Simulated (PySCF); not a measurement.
BH₅OSi.
SMILES: `BO[SiH3]`

Computed with EOM-EE-CCSD/aug-cc-pVDZ in PySCF, restricted Hartree–Fock reference, 7 core orbitals frozen, non-relativistic, gas phase, PBE0-D3(BJ)/def2-SVP geometry.

**Question.** What does EOM-EE-CCSD give for the lowest vertical excitations?

**Answer.** 
```csv
state,E (eV),cm⁻¹,"main singles (HF orbitals, share of the singles part)"
singlet 1,6.10,49200,"HOMO→LUMO+12 57 %, HOMO→LUMO+2 31 %"
singlet 2,7.75,62510,"HOMO→LUMO+4 33 %, HOMO→LUMO+1 21 %, HOMO→LUMO+14 14 %"
singlet 3,8.25,66540,"HOMO-1→LUMO+4 42 %, HOMO-1→LUMO+14 26 %, HOMO-1→LUMO+1 14 %"
singlet 4,8.45,68150,"HOMO→LUMO 38 %, HOMO→LUMO+1 16 %, HOMO→LUMO+3 15 %"
triplet 1,5.71,46050,"HOMO→LUMO+12 58 %, HOMO→LUMO+2 28 %"
triplet 2,7.50,60490,"HOMO→LUMO+4 30 %, HOMO→LUMO+14 16 %, HOMO→LUMO+1 15 %"
```

**Question.** What is the vertical gap between the lowest excited singlet and the lowest triplet?

**Answer.** 6.10 − 5.71 = 0.39 eV (38 kJ/mol). Both are led by HOMO→LUMO+12.

The first EOM-IP-CCSD ionisation energy is 11.04 eV, 2.59 eV above the highest singlet listed and 4.94 eV above the lowest.

T1 diagnostic 0.014. EOM-CCSD puts states of mainly double-excitation character too high. An iterative search for so few roots can pass over a low state.

The run took 5.7 min wall on one thread of an Intel Xeon Platinum 8488C, shared host with 192 logical CPUs at a one-minute load of 18, and the process peaked at 1.8 GiB of memory.

One conformer stands for the species.
